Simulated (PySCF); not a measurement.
Gas-phase reaction: 3 BCl3 + 2 BH = BH2Cl + 4 BCl2

Method: PySCF energies (xtb for GFN2) plus ideal-gas RRHO corrections (1 bar). † marks an energy on the PBE0/def2-TZVP geometry and frequencies; other levels use their own. MP2 and CCSD(T) freeze the core. 6-31G* has spherical d functions here. Open shells (unrestricted): BCl2 (multiplicity 2); the rest are closed-shell singlets. GFN2 has no spin-polarisation term. BH2Cl: computed as isolated molecules; such fragments, hydroxides, amides, oligomers or adducts are transient or little studied in the gas. MP2 isn't extrapolated to the basis-set limit. CCSD(T) isn't extrapolated to the basis-set limit.

```json
[
 {"level": "BLYP/def2-TZVP†", "ΔH°(298 K), kJ": "35"},
 {"level": "CCSD(T)/def2-SVP†", "ΔH°(298 K), kJ": "(withheld)"},
 {"level": "GFN2-xTB", "ΔH°(298 K), kJ": "(withheld)"},
 {"level": "HF/6-31G*", "ΔH°(298 K), kJ": "(withheld)"},
 {"level": "HF/def2-TZVP†", "ΔH°(298 K), kJ": "(withheld)"},
 {"level": "MP2/def2-SVP†", "ΔH°(298 K), kJ": "87"},
 {"level": "PBE0/def2-QZVP†", "ΔH°(298 K), kJ": "21"},
 {"level": "r2SCAN/def2-TZVP†", "ΔH°(298 K), kJ": "-24"},
 {"level": "ωB97M-V/def2-TZVP†", "ΔH°(298 K), kJ": "140"},
 {"level": "ωB97X-V/def2-TZVP†", "ΔH°(298 K), kJ": "108"}
]
```

What belongs in the gaps?


- CCSD(T)/def2-SVP†, ΔH°(298 K), kJ: 131
- GFN2-xTB, ΔH°(298 K), kJ: -71
- HF/6-31G*, ΔH°(298 K), kJ: -34
- HF/def2-TZVP†, ΔH°(298 K), kJ: -20
